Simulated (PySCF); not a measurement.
Structure problem from calculated spectra and properties.

Formula: C4H7N.

| Property | Result |
| --- | --- |
| NMR, other nuclei | isotropic shieldings of nuclei other than C and H, by class: 220 (1 N) ppm [GIAO B97-2/pcSseg-2] |
| 1H NMR | chemical shifts (computed TMS as zero) by class: 3.43 (2 H), 2.52 (3 H), 1.83 (1 H), 0.17 (1 H) ppm [GIAO B97-2/pcSseg-2] |
| 13C NMR | chemical shifts (computed TMS as zero) by class: 87.3 (1 C), 75.5 (1 C), 43.3 (1 C), 37.4 (1 C) ppm [GIAO B97-2/pcSseg-2] |
| Rotational structure | rotational constants A, B, C: 10.944, 3.280, 2.757 GHz [PBE0-D3(BJ)/def2-TZVP] |
| Dipole | 0.56 D [B97-2/pcSseg-2] |

The electronic properties come from PySCF, for the isolated species, density fitting. Levels stand in brackets. Geometry: PBE0-D3(BJ)/def2-TZVP, one conformer, isolated molecule. NMR classes are plain means over equivalent atoms (diastereotopic ones count apart unless rotation or inversion swaps them), as if these changed places fast.

Question: Give a SMILES that accounts for the data.

Answer: Numbering: `[CH:1]#[C:2][CH2:3][NH:4][CH3:5]`. Its formula, C4H7N, gives 2 degrees of unsaturation: 0 rings and 2 π bonds in the structure found. 4 carbons fall into 4 classes; from least to most shielded: alkyne carbon [C2] (87.3 ppm), terminal alkyne carbon [C1] (75.5 ppm), sp3 carbon bound to nitrogen [C3] (43.3 ppm), N-methyl carbon [C5] (37.4 ppm). Hydrogen classes from least to most shielded: 2 H on an sp3 carbon bound to nitrogen, C3 (3.43 ppm, a mean of values up to 0.6 ppm apart in this geometry), 3 H on an N-methyl carbon, C5 (2.52 ppm, a mean of values up to 1.0 ppm apart in this geometry), 1 H on a terminal alkyne carbon, C1 (1.83 ppm), 1 H on a secondary amine nitrogen, N4 (0.17 ppm). The other shieldings belong to: 220 ppm, secondary amine nitrogen [N4]. The optimised geometry has point group C1 and is an asymmetric top. Structure: `C#CCNC` (N-methyl propargyl amine). Computed isomers that give other values at the same levels: `[C-]#[N+]CCC` (13C chemical shifts (computed TMS as zero) by class: 177.6 (1 C), 44.9 (1 C), 27.7 (1 C), 13.3 (1 C) ppm); `[C-]#[N+]C(C)C` (13C chemical shifts (computed TMS as zero) by class: 175.0 (1 C), 48.0 (1 C), 26.3 (2 C) ppm). The assignments are read from this structure; whether some other isomer fits the data as well wasn't checked.

Shape of the structure used: `[CH:1]#[C:2][CH2:3][NH:4][CH3:5]`: C2–C3–N4–C5 61°.
